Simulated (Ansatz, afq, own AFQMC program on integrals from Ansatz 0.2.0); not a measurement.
Integrals from Ansatz 0.2.0, then the random walk in our own AFQMC program (afq).

```yaml
crystal:
  periodic: [false, false, false]
  atoms:
    - {symbol: Ga, position_ang: [-0.222160, 0.087391, -1.628192]}
    - {symbol: C, position_ang: [-1.508708, -1.308393, -1.010419]}
    - {symbol: N, position_ang: [-0.408479, 1.772320, -0.943164]}
    - {symbol: H, position_ang: [-2.211506, -0.873717, -0.282075]}
    - {symbol: H, position_ang: [-0.965074, -2.141371, -0.540346]}
    - {symbol: H, position_ang: [-2.072183, -1.706620, -1.867414]}
    - {symbol: H, position_ang: [0.184320, 2.557801, -1.183499]}
    - {symbol: H, position_ang: [-1.120710, 2.040189, -0.270590]}
basis:
  gaussian: {orbitals: def2-SVP}
magnetization: {spin_polarized: true, initial_magnetization: 1}
correlation: {method: ccsd_t, electrons: outside_noble_gas, hamiltonian_folder: ham}
```

```sh
$ ansatz run in.yaml --threads 1 --pin off --events-out ev --progress --plain --max-ram 16896MiB --backend cuda --devices 0, --max-vram 18GiB
```

Options of the walk:

```
--method phaseless --trial cisd --walkers 4000 --populations 20 --least-time 60 --time-step 0.005 --steps-per-block 50 --equilibration-blocks 28 --max-blocks 4000 --target-error 0.00024 --factor-cut 1e-05 --start spin_pure --seed 3384 --release-times 0.24,0.51,0.99,1.5 --release-step 0.03 --release-every 4 --taylor-order 6
```

Times are imaginary, in 1/Eh. The walk had a cap of 224 s. With eight or more populations the least sampling time is a fifth of least-time, and the error comes from their spread. Filled inner d shells are frozen with the cores.

Output of the walk:

```
orbitals 69  electrons 9 8  factors 607 of 870
reference energy -2018.14888626 Eh
CCSD correlation -0.40474485 Eh in 12 cycles, weight of the determinant in the CISD state 0.8533
energy of the start -2018.553377 Eh
 block  time / (1/Eh)  mean weight  energy / Eh
     1     0.250  0.9996  -2018.544875
     2     0.500  0.9997  -2018.550468
     3     0.750  1.0002  -2018.555826
     4     1.000  0.9999  -2018.558699
     5     1.250  0.9996  -2018.561179
     8     2.000  0.9995  -2018.564698
    13     3.250  0.9997  -2018.566522
    22     5.500  0.9999  -2018.566549
    31     7.750  0.9998  -2018.566659
    40    10.000  0.9998  -2018.566534
    49    12.250  0.9995  -2018.565691
    58    14.500  0.9998  -2018.566373
    67    16.750  0.9999  -2018.565790
    76    19.000  1.0001  -2018.566613
    82    20.500  0.9997  -2018.564952
    85    21.250  1.0001  -2018.565207
    91    22.750  1.0002  -2018.568914
    94    23.500  1.0008  -2018.565982
   103    25.750  0.9997  -2018.566103
   112    28.000  0.9999  -2018.568028
   121    30.250  1.0000  -2018.565963
   127    31.750  0.9998  -2018.566849
error from the spread of 20 populations
released: time / (1/Eh)  energy / Eh  error  mean overlap
  0.24  -2018.567100  0.000154  0.9975
  0.51  -2018.566911  0.000149  0.9997
  0.99  -2018.567186  0.000148  0.9979
  1.50  -2018.567183  0.000239  0.9916
energy -2018.566878 +/- 0.000203 Eh
(rows thinned)
```

The run passed its tests (sampling time, drift between the halves within three errors, error under three times the target), which doesn't prove that it has relaxed.

Against this walk (error 5.5 meV) on the same determinant: CCSD(T) 49.1 meV higher. The error is statistical and leaves out the bias of the constraint. Released to 1.50 1/Eh the energy moves by -8 ± 9 meV (both errors), within twice the noise.

Cautions: constraint bias not in the error; no relativity below Rb; no spin-orbit coupling; inner d shell frozen.

The walk took 3 min on 1 × NVIDIA H100 80GB HBM3 with 2 threads of AMD EPYC 7R13 Processor (Zen 3), on a shared host (the card was shared). The log's last line is the phaseless energy.
